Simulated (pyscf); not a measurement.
`[NH2][Al]` [singlet] + `[CH4]` → `[CH3][Al]` [singlet] + `[NH3]`, a four-centre exchange (singlet surface; Al–N, C–H broken, Al–C, H–N formed). Optimised with ωB97X-D3(BJ)/def2-SVP in PySCF. MP2 and CC: frozen core, UHF for open shells. ΔMP2 is the change of the MP2 total energy from the triple- to the quadruple-zeta basis. Energies in kcal/mol from the separated reactants.

Small-basis levels: PySCF, no dispersion term, spherical d functions. 

Task: In single points HF/6-31G* puts the saddle at 61.2 kcal/mol and the reaction energy at +30.6 kcal/mol. Should these be trusted to within a few kcal/mol? Compare with CCSD(T)/def2-TZVPP + ΔMP2(QZVPP).

Result: CCSD(T)/def2-TZVPP + ΔMP2(QZVPP) gives ΔE‡ = 44.3 kcal/mol and ΔE = +28.5 kcal/mol. HF/6-31G* lies 17.0 kcal/mol over it in the barrier and 2.0 kcal/mol over it in the reaction energy, so on this step it does not hold to within 3.0 kcal/mol. CCSD(T)/def2-TZVPP + ΔMP2(QZVPP) has limits of its own. On the product side the descent ends in an adduct with a Al–N contact (not fully relaxed), 13.6 kcal/mol under the separated species and 27.3 kcal/mol under the saddle at ωB97X-D3(BJ)/def2-TZVP. What is counted as broken (Al–N) persists as a longer contact in the product adduct; parting that adduct is a step of its own. At ωB97X-D3(BJ) the barrier from the zero used here is 42.2 kcal/mol. One saddle was located; it need not be the lowest between these sides. The CCSD(T) − MP2 part came from Ansatz, without density fitting, on the same reference.
